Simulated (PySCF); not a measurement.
Species: C4H2Cl2.
Atom-mapped SMILES: `[Cl:1][C:2]([Cl:3])=[C:4]1[CH:5]=[CH:6]1` (hydrogens: H7 on C5; H8 on C6)

The calculation used MP2 and CCSD/aug-cc-pVDZ in PySCF, restricted Hartree–Fock reference, frozen core, non-relativistic, gas phase, PBE0-D3(BJ)/def2-SVP geometry.

E(HF) = -1071.52606 Eh.

Problem. How large is the problem?

Solution. 164 basis functions and 60 electrons; 14 orbitals frozen, which leaves o = 16 correlated occupied and v = 134 virtual orbitals. That is o·v = 2144 singles and o·v(o·v + 1)/2 = 2299440 distinct closed-shell doubles amplitudes before symmetry; the costliest CCSD step grows as o²v⁴ = 8.3 × 10^10.

Problem. What are the MP2 and CCSD correlation energies?

Solution. MP2 -0.8154 Eh and CCSD -0.8552 Eh, which gives totals of -1072.34149 and -1072.38124 Eh. That is 0.727 eV for each correlated electron at CCSD (2245 kJ/mol in all, 0.080 % of the total energy); MP2 gives 95.4 % of the CCSD value.

Problem. What is the T1 diagnostic?

Solution. 0.0131, below the customary warning level of 0.02. It is the norm of the spatial-orbital singles amplitudes over the root of the number of correlated electrons, so the norm is 0.074.

Problem. How does correlation change the dipole moment?

Solution. HF gives 4.79 D and CCSD (unrelaxed density) 4.00 D, a change of -0.79 D.

No triples correction and no basis-set extrapolation were made.
